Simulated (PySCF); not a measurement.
# H3OP (PH2OH): the cost of one run

Programs: PySCF 2.14.0, with density-fitted response routines of our own. Each step states its level of theory. These are calculated values for one molecule in the gas phase, unless marked as measured. Atoms count from 0, in the outputs and in this text.

## 1. The molecule as given

5 atoms, charge 0, multiplicity 1; geometry from: GFN2-xTB. The atoms were then displaced at random by about 0.03 Å, so the start is not that level's minimum.

Bonds of the start (Å): O0–P1 1.73, O0–H2 0.88, P1–H3 1.37, P1–H4 1.39.

## 2. Geometry optimisation at PBE0-D3(BJ)/def2-SVP

The job: settings as JSON, then the geometry in Å.

```
{"job": {"xc": "PBE0", "basis": "def2-SVP", "d3": "d3bj", "grid": 1, "shake": 0.03, "kind": "geom"}, "charge": 0, "multiplicity": 1}
O      0.965670    -0.250040     0.378710
P     -0.435550     0.127440    -0.566840
H      1.662420    -0.194700    -0.158210
H     -0.873740     1.104640     0.292510
H     -1.226700    -0.892120    -0.042660
```

Started as:

```console
$ OMP_NUM_THREADS=1 python probes_run.py task.json out
```

One launch serves the whole session: the jobs run in the order shown.

**Question.** How long does this first job take on 1 thread of Arm Neoverse V1, shared host, and how much memory does it need?

About 3 s, with a peak of 0.25 GiB.
